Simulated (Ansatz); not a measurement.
Input for Ansatz (development build ahead of 0.2.0):

```yaml
crystal:
  periodic: [false, false, false]
  atoms:
    - { symbol: "N", position_ang: [0.0, 0.0, 0.0] }
    - { symbol: H, position_ang: [0.0, 0.0, 1.872] }
basis:
  gaussian: { orbitals: "6-31G" }
magnetization:
  spin_polarized: true
hamiltonian:
  xc: pbe0
output:
  forces: true
```

The input is written out in the form of the current development build from the run's settings.

Output:

- Converged: yes
- Total energy: -55.00580 hartree
- Spin squared of the determinant: 1.361
- Stability test: minimum

Forces (eV/Å):
| atom | Fx | Fy | Fz |
| --- | --- | --- | --- |
| N1 | 0.000 | 0.000 | 2.633 |
| H2 | 0.000 | 0.000 | -2.633 |

Caution: another spin multiplicity may lie lower; the unrestricted determinant is a mixture of spin states.
